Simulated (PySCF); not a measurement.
**Bonding in `C=CCC(=O)[O-]`**

C4H5O2 (charge -1).
Numbering: `[CH2:1]=[CH:2][CH2:3][C:4](=[O:5])[O-:6]` (hydrogens: H7, H8 on C1; H9 on C2; H10, H11 on C3)

Geometry (GFN2-xTB, Å), atoms numbered from 1 in this order:
```xyz
11
C4H5O2 angstrom
C      1.7874   -0.1481   -0.2570
C      0.6688    0.5364   -0.0339
C     -0.5044    0.0462    0.6924
C     -1.6887   -0.2629   -0.3906
O     -1.8748   -1.4578   -0.6105
O     -2.2528    0.7368   -0.8314
H      2.5917    0.2414   -0.8636
H      1.9319   -1.1388    0.1446
H      0.5568    1.5227   -0.4725
H     -0.2976   -0.8779    1.2339
H     -0.9129    0.8046    1.3627
```

Bond orders from the PBE0/pcSseg-1 density (PySCF). The structure is a single GFN2-xTB conformer in the gas phase; no vibrational or solvent corrections. The pcSseg-1 basis has no diffuse functions, a weakness for an anion.

(1) Where do the orders between heavy atoms depart from those drawn in the SMILES?

(2) Set the Mayer orders of the bonds beside their lengths.

## Answers

(1) The largest departure is 0.764, at C4–O6 (drawn single, 1.764). Drawn single, order above 1.12: C4–O6 (1.764). Drawn single, order below 0.88: C3–C4 (0.818). The SMILES, with its formal charges, is one Lewis structure only.

(2) 
```
  bond  drawn as  length (Å)  Mayer order
 C1–C2    double       1.330        1.915
 C2–C3    single       1.464        1.099
 C3–C4    single       1.634        0.818
 C4–O5    double       1.229        1.783
 C4–O6    single       1.230        1.764
 C1–H7    single       1.080        0.960
 C1–H8    single       1.079        0.953
 C2–H9    single       1.085        0.957
C3–H10    single       1.091        0.955
C3–H11    single       1.092        0.940
```

Bonds between the same two heavy elements. C–C: lowest C3–C4 (0.818, 1.634 Å), highest C1–C2 (1.915, 1.330 Å). C–O: all 2 within 0.02 of one another (1.764 to 1.783).

Question: Sum the orders of all bonds at each heavy atom with more than one neighbour and set the sums beside the valence in the SMILES.

Answer: C1 3.828 (drawn 4), C2 3.971 (drawn 4), C3 3.812 (drawn 4), C4 4.365 (drawn 4). Orders between atoms that aren't bonded are not in these sums.

Mayer orders depend on the basis set.
